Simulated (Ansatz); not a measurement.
Ansatz (a first-principles code) input (MP2/aug-cc-pVTZ):

Ansatz 0.2 input:
```yaml
crystal:
  periodic: [false, false, false]
  atoms:
    - {symbol: C, position_ang: [-0.00541272, 0.00514807, 0.86088345]}
    - {symbol: C, position_ang: [-0.00020344, -0.64634739, -0.49579893]}
    - {symbol: C, position_ang: [0.00648613, 0.64037189, -0.50345144]}
    - {symbol: H, position_ang: [0.90225350, 0.00400638, 1.46236727]}
    - {symbol: H, position_ang: [-0.92057007, 0.01341463, 1.45085018]}
    - {symbol: H, position_ang: [-0.00162276, -1.57792247, -1.03216063]}
    - {symbol: H, position_ang: [0.01471952, 1.56546606, -1.05085530]}
basis:
  gaussian:
    orbitals: aug-cc-pVTZ
magnetization: {spin_polarized: false}
correlation: {method: mp2, electrons: outside_noble_gas}
accuracy: high
```

Output:

```
Functional definition: HF
integrals: 1.28 GiB planned
3359 factors; integrals over basis functions are off by at most 2.7e-9 eV
mean field: 1.44 GiB planned
mean field evaluation 1: about -3150.2320 eV, gradient 3.2e1 eV
mean field evaluation 2: about -3150.2329 eV, gradient 3.2e1 eV
mean field evaluation 4: about -3152.8603 eV, gradient 2.8e0 eV
mean field evaluation 8: about -3152.8856 eV, gradient 4.0e-5 eV
mean field -3152.88561354 eV, -115.8664091949 hartree, gradient 1.1e-8 eV, S^2 0.000000; 0 other end points of the search recorded, 0 dependent functions left out
3 core orbitals not correlated
reference -3152.88561354 eV, -115.8664091949 hartree; 8, 8 occupied and 219, 219 virtual orbitals, 3359 factors
second order -13.41312513 eV of doubles, -0.00000000 eV of singles
Total energy: -3166.29873867 eV, -116.3593324517 hartree
```
